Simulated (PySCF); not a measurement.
C6H6, SMILES c1ccccc1.

Coordinates come from a TPSSh-D3(BJ)/def2-SVP optimisation.

Two levels are set side by side: TDA-PBE/def2-SVPD (PySCF) and TDA-B3LYP/def2-SVPD (PySCF). Vertical, same geometry. The lowest singlet is HOMO→LUMO+1 50 %, HOMO−1→LUMO 50 % with PBE and HOMO−1→LUMO+1 50 %, HOMO→LUMO 50 % with the other functional; states are paired by order. Differences are taken from unrounded values.

```csv
quantity,TDA-B3LYP
lowest singlet excitation (eV),5.41
lowest triplet excitation (TDA) (eV),4.13
```

Task: What does TDA-PBE give, and how far is it from TDA-B3LYP? (The exact figures need the calculation; the answer reports its results.)

Result: 
```csv
quantity,TDA-PBE,TDA-PBE minus TDA-B3LYP
lowest singlet excitation (eV),5.26,-0.15
lowest triplet excitation (TDA) (eV),4.19,0.06
```

Rough cost on one machine, each run with all the roots and properties that it gave: TDA-B3LYP against TDA-PBE about 2 times.
